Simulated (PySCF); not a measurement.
Core-level binding energies of CHF2CH2F

Species: CHF2CH2F, C2H3F3.
Z-matrix (Å and degrees, GFN2-xTB geometry), rows numbered from 1:
```
F 
C   1  1.3647
C   2  1.5292  1  109.76
F   3  1.3527  2  109.99  1   147.13
F   3  1.3505  2  111.38  1   -95.36
H   2  1.0944  1  107.89  3  -120.82
H   2  1.0946  1  107.75  3   119.20
H   3  1.1009  2  112.09  1    26.29
```

The calculation used PySCF, delta-SCF UKS SCAN, pcX-2 on the ionised atom, pcseg-1 elsewhere, spin-free X2C. Binding energies are ΔSCF values: E(core-ionised, relaxed orbitals) − E(ground state) at a fixed geometry, referred to the vacuum level.

Problem. List the computed XPS lines with their assignment.

Solution. 
| atom(s) | bonded to | level | binding energy (eV) | above the level's lowest (eV) | count |
| --- | --- | --- | --- | --- | --- |
| C2 | F, C and 2 H | C 1s | 294.07 | 0.00 | 1 |
| C3 | 2 F, C and H | C 1s | 296.25 | +2.18 | 1 |
| F1 | C | F 1s | 693.38 | 0.00 | 1 |
| F4/F5 | C | F 1s | 693.73 | +0.35 | 2 |

The listed C 1s values span 2.18 eV, from C2 (bonded to F, C and 2 H) to C3 (bonded to 2 F, C and H). Summing the Pauling electronegativity differences to the bonded atoms, each weighted by its formal bond order, gives +0.73 for the lowest site and +2.51 for the highest.

Lowest listed F 1s: F1, bonded to C. Highest, 0.35 eV above it: F4/F5, bonded to C.

Problem. Express the binding energy of F 1s of F1 in atomic units and per mole.

Solution. 693.38 eV = 25.4812 Eh = 66901 kJ/mol.

Problem. Which photon energy gives electrons from F 1s of F1 a kinetic energy of 100 eV, and what is their de Broglie wavelength?

Solution. hν = 693.38 + 100 = 793.38 eV, recoil neglected; λ = 12.264 Å/√(E/eV) = 1.23 Å.

One atom of each set of topologically equivalent atoms was ionised and stands for the set; in this conformer not all members are related by symmetry, and their own values weren't computed. The structure is a single GFN2-xTB conformer in the gas phase; no vibrational or solvent corrections.

On one thread, Arm Neoverse V1, no GPU, shared host, this took 14 s of wall time.
